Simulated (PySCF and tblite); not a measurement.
Results of a calculation; reference values are marked as such.
C2F3N, numbered as in [N:1]#[C:2][C:3]([F:4])([F:5])[F:6].

Classical Langevin dynamics with GFN2-xTB (tblite), gas phase: time step 1.5 fs, H mass 4 u, friction 0.005 fs⁻¹, 400 steps to settle and 8000 to sample, one trajectory a temperature from the lowest conformer.

GIAO shieldings at PBE0/pcSseg-1 (PySCF) on 13 frames a temperature; like atoms are averaged, and of two unlike H on one atom a is the less shielded at the minimum.

Q: How far do thermal motions move the shieldings from their values at the minimum?

A: 
| signal | σ at minimum (ppm) | Δσ, 300 K | Δσ, 600 K | Δσ, 900 K |
| --- | --- | --- | --- | --- |
| N1 | -47.1 | -6.7 ± 3.4 | -4.3 ± 4.2 | -7.7 ± 4.2 |
| C2 | 74.3 | -1.4 ± 0.5 | -0.6 ± 1.1 | 0.2 ± 0.8 |
| C3 | 68.0 | -1.3 ± 0.9 | -2.4 ± 1.8 | -0.6 ± 1.2 |
| F4/F5/F6 | 236.0 | -5.8 ± 2.6 | -12.4 ± 5.2 | -12.5 ± 4.0 |

Errors are standard errors over frames. Zero-point motion is missing, and a reference compound would move too.

Q: What do the single frames at 900 K give for C3?

A: 
```csv
t (fs),"V above the minimum, tight binding (kcal/mol)","E above it, DFT (kcal/mol)",torsions (°),σ (ppm)
1060,10.9,13.1,none,60.0
1984,6.9,8.7,none,67.0
2907,6.1,8.8,none,70.3
3831,16.3,22.1,none,61.9
4754,5.7,5.6,none,67.0
5678,8.9,13.0,none,69.5
6600,3.5,4.0,none,67.3
7522,10.5,13.2,none,71.7
8446,14.7,18.4,none,72.6
9369,7.0,8.7,none,69.8
10293,6.8,8.5,none,60.7
11216,3.2,4.6,none,66.8
12140,3.3,5.0,none,71.4
```

Q: How does the lowest singlet excitation (CAM-B3LYP/def2-SVPD) spread?

A: 7.68 eV at the minimum; 7.51 eV with a spread of 0.26 eV at 300 K; 7.54 eV with a spread of 0.36 eV at 600 K; 7.53 eV with a spread of 0.33 eV at 900 K.

Changes within two standard errors are not significant.

The study took 15 min on 1 thread of Arm Neoverse N1, shared host (rough), peak memory 0.56 GiB, launched as `OMP_NUM_THREADS=1 python ens_run.py task.json out`.
